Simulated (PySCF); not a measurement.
# Working with the constants of SiP⁺

UHF-CCSD(T) constants of SiP⁺, ³Σ⁻ (triplet), unpaired electrons π ↑↑ (Si x2c-SVPall, P x2c-SVPall; spin-free X2C with a Gaussian nucleus (PySCF 2.14); masses 27.9769 and 30.9738 u):

| Property | Result |
| --- | --- |
| ωe | 492.0 cm⁻¹ |
| ωexe | 2.52 cm⁻¹ |
| Be | 0.22853 cm⁻¹ |
| αe | 0.00143 cm⁻¹ |
| D (centrifugal) | 1.97e-07 cm⁻¹ |
| De to Si⁺ + P | 2.30 eV |

(1) Give the vibrational terms G(v) and spacings up to v = 6.

(2) How well does the Morse estimate ωe²/(4ωexe) reproduce De, and what is D0?

Correlated steps freeze 10 core orbitals. Correlated levels converge slowly with the basis: in double zeta they bind strong bonds too weakly, by up to about 1 eV, and carry superposition errors of some tenths. For an ion De counts to the pair picked by the measured ionisation energies or electron affinities, which need not be the lowest pair at this level. The state was picked by a PBE0 search and need not be the measured ground state.

Answers

(1) G(v) = ωe(v+½) − ωexe(v+½)².

```tsv
v	G(v) (cm⁻¹)	G(v) − G(v−1)	Bv (cm⁻¹)
0	245.4		0.2278
1	732.3	487.0	0.2264
2	1214.2	481.9	0.2250
3	1691.1	476.9	0.2235
4	2163.0	471.8	0.2221
5	2629.8	466.8	0.2207
6	3091.5	461.8	0.2192
```

(2) It gives 2.98 eV, 129 % of the computed De. D0 = De − G(0) = 2.30 − 0.03 = 2.27 eV.
